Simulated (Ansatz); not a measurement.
Energy needed to pull apart CH4AlN (SMILES C=[N][AlH2]), closed shell, into free ground-state atoms, from the structure below (displaced at random from a GFN2-xTB minimum); no zero-point or spin–orbit terms; open-shell atoms are treated unrestricted, in their ground-state multiplicity.

```json
{"atom": "C1", "x (Å)": "-1.3316", "y (Å)": "-0.2009", "z (Å)": "-0.7102"}
{"atom": "N2", "x (Å)": "-0.2422", "y (Å)": "-0.0429", "z (Å)": "-0.1344"}
{"atom": "Al3", "x (Å)": "1.2964", "y (Å)": "0.1642", "z (Å)": "0.7040"}
{"atom": "H4", "x (Å)": "-1.6583", "y (Å)": "-1.1789", "z (Å)": "-1.0696"}
{"atom": "H5", "x (Å)": "-2.0539", "y (Å)": "0.6139", "z (Å)": "-0.8940"}
{"atom": "H6", "x (Å)": "1.7233", "y (Å)": "1.5709", "z (Å)": "1.2328"}
{"atom": "H7", "x (Å)": "2.2885", "y (Å)": "-1.0162", "z (Å)": "0.8863"}
```

Computed with Ansatz 0.2.0 (basis: def2-TZVPP); correlated methods freeze the cores.

```json
{"method": "SPW92", "atomization energy (kcal/mol)": "619.8"}
{"method": "PBE-D4", "atomization energy (kcal/mol)": "555.9"}
{"method": "r2SCAN-D4", "atomization energy (kcal/mol)": "?"}
{"method": "PBE0-D4", "atomization energy (kcal/mol)": "?"}
{"method": "LC-wPBE", "atomization energy (kcal/mol)": "544.5"}
{"method": "wB97M-V", "atomization energy (kcal/mol)": "550.5"}
{"method": "HF", "atomization energy (kcal/mol)": "385.7"}
{"method": "MP2", "atomization energy (kcal/mol)": "537.1"}
{"method": "CCSD", "atomization energy (kcal/mol)": "522.5"}
{"method": "CCSD(T)", "atomization energy (kcal/mol)": "530.9"}
```

Task: What does r2SCAN-D4 give? (An estimate is asked for; the value comes from the calculation.)

Result: Computed: 546.1 kcal/mol, which is about 15.2 kcal/mol more than CCSD(T)/def2-TZVPP.

Task: What does PBE0-D4 give? (To be estimated.)

Result: The calculation gives: 544.4 kcal/mol, which is about 13.5 kcal/mol more than CCSD(T)/def2-TZVPP.

In triple zeta the MP2 and coupled-cluster atomization energies are still short of their basis limit by a few kcal/mol a bond, whereas those of the functionals are nearly converged, so these differences are not deviations from converged CCSD(T).

No T1 diagnostic of these runs exceeds 0.013.

For scale, one of the runs: CCSD(T)/def2-TZVPP forces, 160 basis functions (an equivalent command: `ansatz run in.yaml --threads 4`). Time: 41 s of wall clock on 4 CPU threads; the host was shared. Peak host memory: 2.2 GiB.
